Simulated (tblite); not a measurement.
C₃H₄NS (charge -1).
Bonds: C1–S2, S2–C3, C3–C4, C4–N5 (triple). Hydrogens: H6, H7, H8 on C1; H9 on C3.

Computed geometry: GFN2-xTB, gas phase.

(1) What internal coordinates does the optimisation give?

Answers

(1) 
```csv
bond,length (Å)
C1–S2,1.874
S2–C3,1.730
C3–C4,1.358
C4≡N5,1.169
"C1–H6, C1–H7, C1–H8",1.087
C3–H9,1.084
```

Bonds in one row agree within 0.01 Å and their mean is given. A selection of angles:
```csv
angle,degrees
S2–C1–H6,108.6
S2–C1–H8,107.7
H6–C1–H7,110.1
H6–C1–H8,110.6
C1–S2–C3,103.3
S2–C3–C4,121.4
S2–C3–H9,115.6
C4–C3–H9,119.6
C3–C4–N5,175.0
```

Torsions: C1–S2–C3–C4 -99° (anticlinal). The mirror-image conformer, all signs reversed, is as good.

The C–S distances run from 1.730 Å (S2–C3, drawn single) to 1.874 Å (C1–S2, drawn single), a spread of 0.144 Å. S2 (sulfur bonded to 2 C) is bent (angle 103.3°). C3 (carbon bonded to C, S and H) is almost planar (angles 121.4°, 119.6° and 115.6°, sum 356.5°, 0.15 Å off the plane of its three neighbours).

Point group: C1 (no symmetry element, even within 0.4 Å). Its GFN2-xTB frequencies are all real (lowest 81 cm⁻¹). 3 starts were optimised and ended at 0.00, 0.00 and 0.03 kcal/mol (GFN2-xTB); the lowest of these is shown.
